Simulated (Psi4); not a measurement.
**doublet CH2AlN+: levels of theory compared**

We compute a comparison of 3 runs (UHF/STO-3G, UHF/3-21G, U-wB97X-V/aug-cc-pVDZ) of doublet CH2AlN+. 

Program for the calculation: Psi4 1.11.

### Step 1. The system as given

CH2AlN+: 5 atoms, total charge +1, spin state doublet. As SMILES of the parent species, `N#[C][AlH2]`. The coordinates come from a PBE0-D4/def2-TZVP relaxation. That shape belongs to the parent species and isn't relaxed for this state.

Bond lengths: N1–C2 1.154 Å, C2–Al3 1.938 Å, Al3–H4 1.573 Å, Al3–H5 1.572 Å. Angles: N1–C2–Al3 180.0°, C2–Al3–H4 117.0°, C2–Al3–H5 117.0°, H4–Al3–H5 126.1°.

### Step 2. Energy and gradient at UHF/STO-3G (run 1)

File calc.py:

```python
import psi4

psi4.set_memory('1600 MB')
psi4.set_num_threads(1)
psi4.core.set_output_file('psi4.out', False)

molecule = psi4.geometry("""
1 2
N      1.382300    -1.346000     1.394200
C      0.714200    -0.698000     0.711800
Al    -0.407200     0.390000    -0.434600
H     -1.629700    -0.322900    -1.120200
H     -0.009700     1.903200    -0.592600
symmetry c1
no_reorient
no_com
""")

options = {'basis': 'STO-3G', 'reference': 'uhf', 'puream': True, 'e_convergence': 1e-09, 'd_convergence': 1e-08, 'scf_type': 'pk', 'maxiter': 200}
psi4.set_options(options)

e_tot, wfn = psi4.gradient('hf', return_wfn=True)
psi4.oeprop(wfn, 'QUADRUPOLE', 'LOWDIN_CHARGES', 'MAYER_INDICES')
print('gradient / Eh bohr^-1')
print(e_tot.np.round(6))
print(f'energy = {wfn.energy():.10f} Eh')
for k, v in sorted(psi4.core.scalar_variables().items()):
    print(f'{k:45s} {v:18.10f}')
```

Run with:

```bash
python calc.py
```

psi4.out:

```text
[...]
  Running in c1 symmetry.
[...]
  Nuclear repulsion =   69.014155576228063
[...]
  Multiplicity = 2
[...]
  Nalpha       = 14
  Nbeta        = 13
[...]
    Number of basis functions: 21
[...]
   @UHF iter   1:  -330.82181556372467   -1.98020e+00   2.12383e-02 DIIS/ADIIS
[...]
   @UHF iter  23:  -330.97120110191344   -1.36424e-12   6.93236e-09 DIIS
[...]
   @S^2 Observed:                1.008436883E+00
[...]
  @UHF Final Energy:  -330.97120110191344
   => Energetics <=
    Nuclear Repulsion Energy =             69.0141555762280632
    One-Electron Energy =                -589.2590341819668538
    Two-Electron Energy =                 189.2736775038253541
    Total Energy =                       -330.9712011019134366
  UHF NO Occupations:
  HONO-2 :   12  A 1.9557104
  HONO-1 :   13  A 1.9517055
[...]
  -Total Gradient:
     Atom            X                  Y                   Z
    ------   -----------------  -----------------  -----------------
       1       -0.047791431481     0.046357733945    -0.048827939759
       2        0.078023109093    -0.075681796355     0.079737521930
       3       -0.048454804325     0.046941320670    -0.049522124773
       4        0.009428228020    -0.008382157463     0.009411980107
       5        0.008794898692    -0.009235100798     0.009200562493
[...]
```

The script printed:

```text
gradient / Eh bohr^-1
[[-0.047791  0.046358 -0.048828]
 [ 0.078023 -0.075682  0.079738]
 [-0.048455  0.046941 -0.049522]
 [ 0.009428 -0.008382  0.009412]
 [ 0.008795 -0.009235  0.009201]]
energy = -330.9712011019 Eh
CURRENT ENERGY                                   -330.9712011019
CURRENT REFERENCE ENERGY                         -330.9712011019
DD SOLVATION ENERGY                                 0.0000000000
HF KINETIC ENERGY                                 326.3146560210
HF POTENTIAL ENERGY                              -657.2858571230
HF TOTAL ENERGY                                  -330.9712011019
HF VIRIAL RATIO                                     2.0142701071
NUCLEAR REPULSION ENERGY                           69.0141555762
ONE-ELECTRON ENERGY                              -589.2590341820
PCM POLARIZATION ENERGY                             0.0000000000
PE ENERGY                                           0.0000000000
SCF ITERATION ENERGY                             -330.9712011019
SCF ITERATIONS                                     23.0000000000
SCF TOTAL ENERGY                                 -330.9712011019
TWO-ELECTRON ENERGY                               189.2736775038
```

Run time: 1.2 s. Hardware: 1 thread of Intel Xeon 6975P-C (Granite Rapids), shared host; peak memory 0.18 GiB.

### Step 3. Energy and forces at UHF/3-21G (run 2)

File calc.dat:

```
memory 1600 mb

molecule geom {
  1 2
  N      1.382300    -1.346000     1.394200
  C      0.714200    -0.698000     0.711800
  Al    -0.407200     0.390000    -0.434600
  H     -1.629700    -0.322900    -1.120200
  H     -0.009700     1.903200    -0.592600
  units angstrom
  symmetry c1
  no_reorient
  no_com
}

set basis 3-21G
set reference uhf
set puream true
set e_convergence 1e-09
set d_convergence 1e-08
set scf_type pk
set maxiter 200

E, wfn = gradient('scf', return_wfn=True)
oeprop(wfn, 'WIBERG_LOWDIN_INDICES', 'MAYER_INDICES', 'MULLIKEN_CHARGES', title='SCF')
```

Run with:

```bash
psi4 -n 1 calc.dat calc.out
```

calc.out:

```text
[...]
  Running in c1 symmetry.
[...]
  Nuclear repulsion =   69.014155576228063
[...]
  Multiplicity = 2
[...]
  Nalpha       = 14
  Nbeta        = 13
[...]
    Number of basis functions: 35
[...]
   @UHF iter   1:  -333.04391389425655   -7.58532e-01   7.89631e-03 ADIIS/DIIS
[...]
   @UHF iter  21:  -333.12081578131722   -5.11591e-12   9.44021e-09 DIIS
[...]
   @S^2 Observed:                9.682957947E-01
[...]
  @UHF Final Energy:  -333.12081578131722
   => Energetics <=
    Nuclear Repulsion Energy =             69.0141555762280632
    One-Electron Energy =                -590.4255464836398914
    Two-Electron Energy =                 188.2905751260945806
    Total Energy =                       -333.1208157813172193
  UHF NO Occupations:
  HONO-2 :   12  A 1.9587330
  HONO-1 :   13  A 1.9557638
[...]
  -Total Gradient:
     Atom            X                  Y                   Z
    ------   -----------------  -----------------  -----------------
       1       -0.008014600733     0.007778403511    -0.008202977109
       2        0.018574412399    -0.018017594934     0.019004366387
       3       -0.040854696563     0.039584248235    -0.041763348677
       4        0.029404331243     0.004913726880     0.020125531032
       5        0.000890553653    -0.034258783695     0.010836428367
[...]
  Mulliken Charges: (a.u.)
   Center  Symbol    Alpha    Beta     Spin     Total
       1     N     3.96770  3.31556  0.65215 -0.28326
       2     C     2.77084  3.35867 -0.58783 -0.12951
       3    AL     5.73155  5.98305 -0.25151  1.28540
       4     H     0.76500  0.17127  0.59374  0.06373
       5     H     0.76490  0.17145  0.59345  0.06364
   Total alpha = 14.00000, Total beta = 13.00000, Total charge =  1.00000
  Mayer Bond Indices:
  Total Bond Index:
[...]
```

Wall time 1.3 s (1 thread of Intel Xeon 6975P-C (Granite Rapids), shared host); peak memory 0.18 GiB.

### Step 4. The energy at U-wB97X-V/aug-cc-pVDZ (run 3)

File job.inp:

```
memory 1600 mb

molecule {
  1 2
  N      2.61216842    -2.54357136     2.63465616
  C      1.34964240    -1.31902883     1.34510706
  Al    -0.76949648     0.73699319    -0.82127497
  H     -3.07968667    -0.61019257    -2.11687120
  H     -0.01833034     3.59652676    -1.11985170
  units au
  symmetry c1
}

set reference uks
set puream true
set e_convergence 1e-09
set d_convergence 1e-08
set scf_type pk
set dft_radial_points 99
set dft_spherical_points 590
set maxiter 200

e = energy("wb97x-v/aug-cc-pVDZ")
```

Run with:

```bash
psi4 job.inp job.out -n 1
```

job.out:

```text
[...]
  Running in c1 symmetry.
[...]
  Nuclear repulsion =   69.014155664648129
[...]
  Multiplicity = 2
[...]
  Nalpha       = 14
  Nbeta        = 13
[...]
    Number of basis functions: 91
[...]
   @UKS iter   1:  -335.84661555054748   -6.04357e-01   4.52798e-03 DIIS/ADIIS
[...]
   @UKS iter  18:  -335.96578982069354   -2.50111e-12   6.68521e-09 DIIS
[...]
   @S^2 Observed:                7.809877784E-01
[...]
  @UKS Final Energy:  -335.96578982069354
   => Energetics <=
    Nuclear Repulsion Energy =             69.0141556646481291
    One-Electron Energy =                -592.8190811348817988
    Two-Electron Energy =                 210.4649112076644144
    DFT Exchange-Correlation Energy =     -22.7394873046510568
    Empirical Dispersion Energy =           0.0000000000000000
    VV10 Nonlocal Energy =                  0.1137117465268025
    Total Energy =                       -335.9657898206935442
[...]
 Multipole Moments:
 ------------------------------------------------------------------------------------
     Multipole            Electronic (a.u.)      Nuclear  (a.u.)        Total (a.u.)
 ------------------------------------------------------------------------------------
 L = 1.  Multiply by 2.5417464519 to convert [e a0] to [Debye]
 Dipole X            :         -0.0596258           -1.4258200           -1.4854458
 Dipole Y            :          0.0575894            1.3831863            1.4407757
 Dipole Z            :         -0.0603622           -1.4576532           -1.5180154
 Magnitude           :                                                    2.5664673
[...]
```

Wall time 68 s (1 thread of Intel Xeon 6975P-C (Granite Rapids), shared host); peak memory 0.86 GiB.

### Step 5. Overview of the runs

```
run                  level      task         integration grid  energy (Eh)  HOMO energy (eV)  LUMO energy (eV)   ⟨S²⟩  wall time
  1             UHF/STO-3G  gradient                        –  -330.971201            -15.83             -8.73  1.008      1.2 s
  2              UHF/3-21G  gradient                        –  -333.120816            -17.69            -10.50  0.968      1.3 s
  3  U-wB97X-V/aug-cc-pVDZ    energy  99 radial × 590 angular  -335.965790            -17.59            -12.20  0.781       68 s
```

### Step 6. Summary of results

```
                                 quantity          value
                      run 3: total energy  -335.96579 Eh
run 3: HOMO energy (highest over α and β)      -17.59 eV
 run 3: LUMO energy (lowest over α and β)      -12.20 eV
                              run 3: ⟨S²⟩          0.781
```

In run 1 the basis is minimal, so the values are rough. Spin contamination of the reference: run 1 ⟨S²⟩ = 1.01, run 2 ⟨S²⟩ = 0.97. All runs together took 71 s, the longest 68 s.
